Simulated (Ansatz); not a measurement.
Relaxation of C2H7N3O (13 atoms, charge 0, multiplicity 1), to a largest force component of 0.02 eV/Å in at most 50 steps.

The calculation used RKS B3LYP-D4/def2-SVP (Ansatz).

```xyz
13
Properties=species:S:1:pos:R:3
C -0.315 -1.450 -1.367
N -0.520 -1.091 -0.146
C -0.063 0.211 0.186
N -0.527 0.576 1.435
N 1.350 0.208 0.475
O -0.301 1.267 -0.668
H 0.133 -0.750 -2.131
H -0.673 -2.371 -1.741
H -1.534 0.186 1.439
H -0.118 -0.053 2.113
H 1.525 1.145 0.877
H 1.843 0.187 -0.384
H -0.779 1.900 -0.073
```

Task: Where does it end, and by what steps?

Result: It converged. After 22 steps the energy has fallen by 0.987 eV; H7 moved furthest, 0.97 Å.

```json
{"step": "0", "energy less start (eV)": "0.0000", "largest force component (eV/Å)": "5.129", "accepted": "yes"}
{"step": "1", "energy less start (eV)": "-0.7232", "largest force component (eV/Å)": "1.343", "accepted": "yes"}
{"step": "2", "energy less start (eV)": "-0.6980", "largest force component (eV/Å)": "1.814", "accepted": "no"}
{"step": "3", "energy less start (eV)": "-0.8590", "largest force component (eV/Å)": "0.649", "accepted": "yes"}
{"step": "4", "energy less start (eV)": "-0.9053", "largest force component (eV/Å)": "0.539", "accepted": "yes"}
{"step": "5", "energy less start (eV)": "-0.9338", "largest force component (eV/Å)": "0.204", "accepted": "yes"}
{"step": "6", "energy less start (eV)": "-0.9596", "largest force component (eV/Å)": "0.243", "accepted": "yes"}
{"step": "7", "energy less start (eV)": "-0.8667", "largest force component (eV/Å)": "1.636", "accepted": "no"}
{"step": "8", "energy less start (eV)": "-0.9708", "largest force component (eV/Å)": "0.138", "accepted": "yes"}
{"step": "9", "energy less start (eV)": "-0.9686", "largest force component (eV/Å)": "0.458", "accepted": "no"}
{"step": "10", "energy less start (eV)": "-0.9765", "largest force component (eV/Å)": "0.045", "accepted": "yes"}
{"step": "11", "energy less start (eV)": "-0.9793", "largest force component (eV/Å)": "0.057", "accepted": "yes"}
{"step": "12", "energy less start (eV)": "-0.9817", "largest force component (eV/Å)": "0.160", "accepted": "yes"}
{"step": "13", "energy less start (eV)": "-0.9790", "largest force component (eV/Å)": "0.352", "accepted": "no"}
{"step": "14", "energy less start (eV)": "-0.9845", "largest force component (eV/Å)": "0.061", "accepted": "yes"}
{"step": "15", "energy less start (eV)": "-0.9861", "largest force component (eV/Å)": "0.035", "accepted": "yes"}
{"step": "16", "energy less start (eV)": "-0.9864", "largest force component (eV/Å)": "0.088", "accepted": "yes"}
{"step": "17", "energy less start (eV)": "-0.9867", "largest force component (eV/Å)": "0.061", "accepted": "yes"}
{"step": "18", "energy less start (eV)": "-0.9865", "largest force component (eV/Å)": "0.112", "accepted": "no"}
{"step": "19", "energy less start (eV)": "-0.9869", "largest force component (eV/Å)": "0.022", "accepted": "yes"}
{"step": "20", "energy less start (eV)": "-0.9869", "largest force component (eV/Å)": "0.028", "accepted": "yes"}
{"step": "21", "energy less start (eV)": "-0.9868", "largest force component (eV/Å)": "0.077", "accepted": "no"}
{"step": "22", "energy less start (eV)": "-0.9871", "largest force component (eV/Å)": "0.008", "accepted": "yes"}
```

```xyz
13
Properties=species:S:1:pos:R:3
C -0.494 -1.385 -1.386
N 0.002 -1.164 -0.242
C 0.138 0.207 0.243
N -0.686 0.438 1.410
N 1.512 0.363 0.650
O -0.280 1.127 -0.755
H -0.820 -0.587 -2.074
H -0.613 -2.429 -1.715
H -1.645 0.149 1.214
H -0.340 -0.137 2.177
H 1.678 1.339 0.895
H 2.131 0.124 -0.124
H -0.564 1.920 -0.279
```

Whether the end is a true minimum wasn't checked by a vibrational analysis.

Time of the run: 43 s on 2 threads of Intel(R) Xeon(R) 6975P-C (Granite Rapids), with other jobs on the host, peak memory 0.31 GiB.
